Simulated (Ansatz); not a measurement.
# CHO2, SMILES [O]C=O: a search for lower mean-field states

Program: the Ansatz DFT code, driven from Python.

`states.py`:
```python
# -*- coding: utf-8 -*-
'''Restricted and unrestricted solutions of CHO2, stretched and not.'''

import ansatz as az
from ase import Atoms
import numpy as np

atoms = Atoms(['O', 'C', 'O', 'H'], positions=[
    [-1.1106, -0.058, 0.5443],
    [-0.0151, -0.0266, 0.0123],
    [0.9419, -0.7829, 0.1887],
    [0.2394, 0.8073, -0.7657],
])
cho2 = az.Crystal.molecule_from_ase(atoms)
symbols = [site.symbol for site in cho2.cartesian_sites]

start = np.array([site.position_ang for site in cho2.cartesian_sites])
for factor in [1.0, 1.5]:
    xyz = (start - start.mean(axis=0)) * factor
    scaled = az.Crystal.molecule()
    for symbol, place in zip(symbols, xyz):
        scaled = scaled.atom(symbol, place.tolist())
    base = (
        scaled.calculation()
        .basis(gaussian='def2-SVP')
        .functional('HF')
        .spin('collinear', total=1)
    )
    for search in ('off', 'standard'):
        try:
            summary = base.scf(lower_state_search=search).run(threads=1).report
        except az.AnsatzError as error:
            print(f'x{factor} search {search}: {type(error).__name__}')
            continue
        state = summary['mean_field']['state']
        print(f'all distances x{factor}, search {search:8s} E = {summary["free_energy_ev"]:.5f} eV  <S^2> = {abs(state["spin_squared"]):.3f}  other states met: {len(summary["mean_field"]["others"])}')
```

Output of `python states.py`:
```text
all distances x1.0, search off      E = -5114.88749 eV  <S^2> = 0.760  other states met: 0
all distances x1.0, search standard E = -5114.88749 eV  <S^2> = 0.760  other states met: 2
all distances x1.5, search off      E = -5105.17240 eV  <S^2> = 2.881  other states met: 0
all distances x1.5, search standard E = -5105.52440 eV  <S^2> = 2.854  other states met: 9
```

Reading the output:
- These settings explore the input space; basis and method may be short of convergence.
- The count of other states can hold repeated and symmetry-equivalent ends of the search; scaling all distances is a test, and for more than two atoms no physical path.
- The structure is a rough, unrelaxed start.
- The species is open-shell (spin multiplicity 2).
- The expectation value of S² is noticeably off S(S+1) in at least one run, so that state is spin-contaminated.
- Wall time of the script: 4.8 s on 1 thread of Arm Neoverse V2 (shared host), peak memory 0.16 GiB.

(A comment or docstring line of the script was reworded after the run, the code is as it ran; lines on the test bed's own set-up are left out of the output.)
